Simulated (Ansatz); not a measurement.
We consider fluorite SrCl2, described by r²SCAN+rVV10 (PAW; Ansatz, an electronic-structure program).

Numerical settings: plane-wave cutoff 560 eV, 8×8×8 k mesh, Fermi–Dirac smearing 0.01 eV, scalar-relativistic PAW data made under PBE.

Cell (relaxed at this level):

```xyz
3
Lattice="0.0000 3.4754 3.4754 3.4754 0.0000 3.4754 3.4754 3.4754 0.0000" Properties=species:S:1:pos:R:3 pbc="T T T"
Sr     0.0000     0.0000     0.0000
Cl     1.7377     1.7377     1.7377
Cl     5.2132     5.2132     5.2132
```

Problem. Predict the direct gap at Γ, band gap and smallest direct gap on the k points sampled.

Solution. 
- direct gap at Γ: 6.22 eV
- band gap: 5.87 eV
- smallest direct gap on the k points sampled: 5.88 eV

Measured, for comparison: band gap 7.5 eV (temperature not stated, no zero-point or thermal correction; as tabulated in Aguado et al. (1999), arXiv:cond-mat/9901145).

Spin–orbit coupling is not included.

Computed values are for the static lattice.

Cost on a shared machine: roughly 110 core-seconds.
